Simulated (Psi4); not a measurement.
# [S2]2− ([S2]2-): a first try and a second

Aim: the energy of [S2]2− ([S2]2-) at ACPF/aug-cc-pVDZ (DKH3).

The results are computed with Psi4 1.11.

3 further runs of the same task are left out: 3 set aside as unsound or not needed.

## Step 1: The system as given

[S2]2− has 2 atoms, charge -2, and is taken as a singlet. The coordinates come from a GFN2-xTB relaxation.

Bond lengths: S1–S2 2.044 Å.

## Step 2: First attempt

input.in reads:

```
memory 1600 mb

molecule m {
  -1 1
  S
  S 1 2.043631
  symmetry c1
  no_reorient
  no_com
}

set reference rhf
set scf_type pk
set relativistic dkh
set dkh_order 3

energy('acpf/aug-cc-pVDZ')
```

Run with:

```
$ psi4 input.in input.out -n 1
```

input.out:

```text
Psi4 1.11 release

qcelemental.exceptions.ValidationError: Inconsistent or unspecified chg/mult: sys chg: None, frag chg: [-1.0], sys mult: None, frag mult: [1]

Printing out the relevant lines from the Psithon --> Python processed input file:
    from psi4.driver.wrapper_database import database, db, DB_RGT, DB_RXN
    from psi4.driver.wrapper_autofrag import auto_fragments
    psi4_io = core.IOManager.shared_object()
    core.set_memory_bytes(1600000000)

--> m = geometry("""
      -1 1
      S
      S 1 2.043631
      symmetry c1
      no_reorient

!----------------------------------------------------------------------------------!
!                                                                                  !
!  Inconsistent or unspecified chg/mult: sys chg: None, frag chg: [-1.0], sys      !
!     mult: None, frag mult: [1]                                                   !
!                                                                                  !
!----------------------------------------------------------------------------------!

    Psi4 run time: 0:00:00.00
```

Wall time 0.73 s (1 thread of Intel Xeon 6975P-C (Granite Rapids), shared host); peak memory 0.13 GiB.

## Step 3: What went wrong

The input was rejected.

The log says `qcelemental.exceptions.ValidationError: Inconsistent or unspecified chg/mult: sys chg: None, frag chg: [-1.0], sys mult: None, frag mult: [1]`. What is wrong: charge and multiplicity as typed don't fit the electron count or the species meant. To mend it: charge -2 in place of -1. That is the species meant; for the charge typed, the multiplicity would have to change.

## Step 4: Second attempt

s2.dat reads:

```
memory 1600 MB

molecule {
  -2 1
  S
  S 1 2.043631
  symmetry c1
  no_reorient
  no_com
}

set {
  reference rhf
  scf_type pk
  relativistic dkh
  dkh_order 3
}

energy_value = energy("acpf/aug-cc-pVDZ")
```

Run with:

```
$ psi4 -n 1 s2.dat s2.out
```

s2.out:

```text
[...]
  Running in c1 symmetry.
[...]
  Nuclear repulsion =   66.288564780784782
[...]
  Multiplicity = 1
[...]
  Nalpha       = 17
  Nbeta        = 17
[...]
    Number of basis functions: 54
[...]
   @RHF iter   1:  -796.64643877348169   -3.51126e-01   6.77240e-03 ADIIS/DIIS
[...]
   @RHF iter  10:  -796.79050019516842   -2.72848e-12   2.95731e-09 DIIS
[...]
    Orbital Energies [Eh]
    ---------------------
    Doubly Occupied:
       1A    -91.827466     2A    -91.827422     3A     -8.574846
       4A     -8.574690     5A     -6.217566     6A     -6.217156
       7A     -6.214051     8A     -6.214051     9A     -6.214018
      10A     -6.214018    11A     -0.567954    12A     -0.354211
      13A     -0.031186    14A     -0.006222    15A     -0.006222
      16A      0.127331    17A      0.127331
[...]
  @RHF Final Energy:  -796.79050019516842
   => Energetics <=
    Nuclear Repulsion Energy =             66.2885647807847818
    One-Electron Energy =               -1248.5453023351046795
    Two-Electron Energy =                 385.4662373591514211
    Total Energy =                       -796.7905001951685335
[...]
 Multipole Moments:
 ------------------------------------------------------------------------------------
     Multipole            Electronic (a.u.)      Nuclear  (a.u.)        Total (a.u.)
 ------------------------------------------------------------------------------------
 L = 1.  Multiply by 2.5417464519 to convert [e a0] to [Debye]
 Dipole X            :         -0.0000000            0.0000000           -0.0000000
 Dipole Y            :         -0.0000000            0.0000000           -0.0000000
 Dipole Z            :          0.0000000           -0.0000000            0.0000000
 Magnitude           :                                                    0.0000000
[...]
      * SCS-MP2 total energy:                 -797.094254711475
[...]
      * MP2 total energy:                     -797.106453494095
[...]
```

Wall time 5.7 s (1 thread of Intel Xeon 6975P-C (Granite Rapids), shared host); peak memory 0.31 GiB.

## Step 5: What came out

Level: ACPF/aug-cc-pVDZ (DKH3).

```
                                             quantity          value
                                         total energy  -797.13371 Eh
                  HOMO energy (Hartree–Fock orbitals)        3.46 eV
                  LUMO energy (Hartree–Fock orbitals)        8.84 eV
HOMO–LUMO gap (to an unbound level, set by the basis)        5.38 eV
                                   correlation energy     -343.2 mEh
```

What this shows: The HOMO lies at positive energy, 3.46 eV: the electron is unbound at this level or held by a compact basis; values depend on the basis.
